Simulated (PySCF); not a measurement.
**Basis-set dependence of population analyses: `Cn1ccnn1`**

Species: C3H5N3.
Numbering: `[CH3:1][n:2]1[cH:3][cH:4][n:5][n:6]1` (hydrogens: H7, H8, H9 on C1; H10 on C3; H11 on C4)

PBE0 throughout (PySCF), one geometry, spherical d and f functions. Geometry: PBE0-D3(BJ)/def2-SVP; no solvent, vibrations or thermal averaging. Atoms taken as equivalent share a column and are averaged. The first 7 of 9 kinds of atom are listed.

Mulliken charges (e):

```
        basis  functions      C1      N2      C3      C4      N5      N6  H7/H8/H9
       STO-3G         35  -0.145  -0.108  -0.028  -0.048  -0.169  -0.075    +0.119
        6-31G         64  -0.294  -0.524  +0.127  -0.101  -0.272  +0.001    +0.211
       6-31G*         94  -0.393  -0.240  -0.010  -0.071  -0.262  -0.066    +0.215
     def2-SVP        109  +0.078  -0.230  +0.055  +0.009  -0.175  -0.049    +0.073
6-311+G(2d,p)        192  -0.387  +0.372  -0.233  -0.090  -0.213  -0.228    +0.174
    def2-TZVP        216  -0.329  +0.170  -0.136  -0.144  -0.143  -0.171    +0.156
```

IAO charges (e):

```csv
basis,functions,C1,N2,C3,C4,N5,N6,H7/H8/H9
STO-3G,35,-0.314,+0.009,-0.123,-0.137,-0.142,-0.085,+0.161
6-31G,64,-0.338,+0.027,-0.142,-0.131,-0.184,-0.121,+0.176
6-31G*,94,-0.317,+0.039,-0.134,-0.111,-0.192,-0.120,+0.167
def2-SVP,109,-0.305,+0.045,-0.136,-0.112,-0.189,-0.120,+0.163
"6-311+G(2d,p)",192,-0.326,+0.046,-0.142,-0.114,-0.199,-0.126,+0.171
def2-TZVP,216,-0.325,+0.045,-0.141,-0.114,-0.197,-0.124,+0.170
```

Hirshfeld charges (e):

| basis | functions | C1 | N2 | C3 | C4 | N5 | N6 | H7/H8/H9 |
| --- | --- | --- | --- | --- | --- | --- | --- | --- |
| STO-3G | 35 | +0.044 | +0.023 | -0.015 | -0.024 | -0.148 | -0.096 | +0.040 |
| 6-31G | 64 | -0.030 | +0.042 | -0.034 | -0.042 | -0.157 | -0.102 | +0.060 |
| 6-31G* | 94 | -0.032 | +0.042 | -0.031 | -0.039 | -0.153 | -0.097 | +0.058 |
| def2-SVP | 109 | -0.050 | +0.060 | -0.035 | -0.048 | -0.146 | -0.085 | +0.059 |
| 6-311+G(2d,p) | 192 | -0.045 | +0.024 | -0.028 | -0.045 | -0.151 | -0.083 | +0.062 |
| def2-TZVP | 216 | -0.051 | +0.033 | -0.029 | -0.046 | -0.149 | -0.082 | +0.062 |

ESP-fitted charges (e):

```tsv
basis	functions	C1	N2	C3	C4	N5	N6	H7/H8/H9
STO-3G	35	-0.509	+0.651	-0.459	+0.296	-0.333	-0.295	+0.155
6-31G	64	-0.443	+0.647	-0.540	+0.307	-0.379	-0.331	+0.148
6-31G*	94	-0.466	+0.583	-0.488	+0.190	-0.311	-0.293	+0.155
def2-SVP	109	-0.415	+0.629	-0.520	+0.228	-0.322	-0.313	+0.138
6-311+G(2d,p)	192	-0.517	+0.665	-0.529	+0.175	-0.309	-0.321	+0.164
def2-TZVP	216	-0.505	+0.667	-0.530	+0.188	-0.311	-0.317	+0.159
```

Some averages cover members that differ in this geometry, most widely: H7/H8/H9, Mulliken in 6-31G +0.200 to +0.228; H7/H8/H9, Mulliken in 6-31G* +0.204 to +0.232; H7/H8/H9, Mulliken in 6-311+G(2d,p) +0.162 to +0.190; H7/H8/H9, Mulliken in def2-TZVP +0.147 to +0.173 e.

Problem. Which scheme is steadiest as the basis changes?

Solution. Largest range over the bases for any column: IAO 0.06 e, Hirshfeld 0.10 e, ESP-fitted 0.13 e, Mulliken 0.90 e. IAO charges move least and Mulliken charges most, counted in e. Without the minimal STO-3G basis the ranges are IAO 0.03, Hirshfeld 0.04, ESP-fitted 0.13, Mulliken 0.90 e.

Problem. How much do the charges still move between the two largest bases, 6-311+G(2d,p) and def2-TZVP?

Solution. At most, over all atoms: Mulliken 0.202 e, IAO 0.002 e, Hirshfeld 0.009 e, ESP-fitted 0.012 e.

Problem. What do the same runs give for the total energy, the frontier levels and the dipole moment?

Solution. 
```json
{"basis": "STO-3G", "energy (Eh)": "-277.6739", "HOMO (eV)": "-5.03", "LUMO (eV)": "2.77", "μ (D)": "4.35"}
{"basis": "6-31G", "energy (Eh)": "-281.1056", "HOMO (eV)": "-7.28", "LUMO (eV)": "0.12", "μ (D)": "5.07"}
{"basis": "6-31G*", "energy (Eh)": "-281.2140", "HOMO (eV)": "-7.32", "LUMO (eV)": "0.32", "μ (D)": "4.58"}
{"basis": "def2-SVP", "energy (Eh)": "-281.0121", "HOMO (eV)": "-7.41", "LUMO (eV)": "0.07", "μ (D)": "4.63"}
{"basis": "6-311+G(2d,p)", "energy (Eh)": "-281.2971", "HOMO (eV)": "-7.58", "LUMO (eV)": "-0.23", "μ (D)": "4.69"}
{"basis": "def2-TZVP", "energy (Eh)": "-281.3220", "HOMO (eV)": "-7.55", "LUMO (eV)": "-0.08", "μ (D)": "4.60"}
```

The dipole is fixed by the density alone, so its range of 0.72 D shows that the density itself changes with the basis, not only its division among atoms.
